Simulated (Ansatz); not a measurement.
**Structure relaxation of Ru3C2**

Computed with DFT PBE, scalar-relativistic, plane waves, PAW in Ansatz 0.2.0. Cutoff 420 eV, Γ-centred k mesh, Gaussian smearing, no spin polarisation in the final step.

Ru3C2 was placed on the A-type sesquioxide structure type (P-3m1, No. 164), with C in place of La, Ru in place of O, at a guessed volume.

```
CELL_PARAMETERS angstrom
3.39752 0.00000 0.00000
-1.69876 2.94234 0.00000
0.00000 0.00000 5.28599
ATOMIC_POSITIONS crystal
Ru 0.00000 0.00000 0.00000
Ru 0.33333 0.66667 0.64500
Ru 0.66667 0.33333 0.35500
C 0.33333 0.66667 0.24500
C 0.66667 0.33333 0.75500
```

Cell and atoms relax at zero pressure; the relaxation can't lower the symmetry of the start. After a coarse first stage the cell is made exact in the group found at 0.06 Å.

The zero of energy is the elements' standard structures at the same level; no fitted shifts are applied.

(1) Which crystal results?

(2) What are its volume, energy, density and gap?

Answers

(1) It keeps P-3m1 (No. 164). The result has the A-type sesquioxide structure. Conventional cell: a = 3.226 Å, c = 6.212 Å. Around Ru on Wyckoff site a (1 atom of the primitive cell) lie 6 C at 2.30 Å; Ru on Wyckoff site d (2 atoms of the primitive cell) has 3 C at 1.98 Å; around C lie 3 Ru at 1.98 Å and 3 Ru at 2.30 Å.

```xyz
5
Lattice="3.2261 0.0000 0.0000 -1.6131 2.7939 0.0000 0.0000 0.0000 6.2117" Properties=species:S:1:pos:R:3 pbc="T T T"
Ru    0.0000    0.0000    0.0000
Ru    0.0000    1.8626    4.1841
Ru    1.6131    0.9313    2.0276
C     0.0000    1.8626    1.3558
C     1.6131    0.9313    4.8559
```

(2) The volume per atom is 11.20 Å³. The density is 9.71 g/cm³. The energy over the elements is 0.46 eV/atom. The gap on the 12×12×6 mesh is 0 eV (a metal).

The final run used a 12×12×6 mesh on its 5-atom cell and 0.10 eV smearing. The k mesh leaves about 4 meV/atom of noise in metals. A structure relaxed within its symmetry needn't be a true minimum. The steps took roughly 2.9 core-minutes in all.